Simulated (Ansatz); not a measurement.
`C=C1C=C1C` + `OC=S` → `COC=S` + `C=C1C=C1`  (substitution at a C–C bond)

Isolated molecules relaxed with PBE0-D4/def2-TZVP in Ansatz; ΔE leaves out vibrations. CCSD(T)/CBS is the MP2 limit (def2-TZVPP, def2-QZVPP) plus CCSD(T) − MP2 in def2-TZVPP, frozen cores. This one scheme is used for every species. DFT in def2-TZVPP. Each species was taken in one conformer, which may not be the lowest.

```tsv
level	ΔE (kJ/mol)
CAM-B3LYP-D4	65.7
PBE	71.4
```

Q: What does CCSD(T)/CBS give? (Best estimate.)

A: Ansatz gave: +68.3 kJ/mol. The listed levels differ from it by -2.6, 3.1 kJ/mol.

Q: What do rigid-rotor, harmonic-oscillator terms from PBE0-D4/def2-TZVP frequencies (298.15 K, 1 bar) make of the CCSD(T)/CBS value? (Estimate.)

A: Computed: ΔZPE = -1.8 kJ/mol, ΔH = +67.0 kJ/mol, ΔS = 3 J/(mol·K), ΔG = +66.1 kJ/mol.

Largest T1 diagnostic among the species: 0.018.

Leaving LDA and LC-ωPBE aside and taking each functional with its dispersion term where it has one, the values, not all of them listed here, spread over 8.4 kJ/mol, from BLYP-D4 to HSE06-D4. LDA lies +3.3 kJ/mol from PBE without D4. In def2-TZVPP, CCSD(T) changes the Hartree–Fock value by +4.8 kJ/mol (the triples alone add −0.2 kJ/mol) and MP2 by +11.1 kJ/mol.
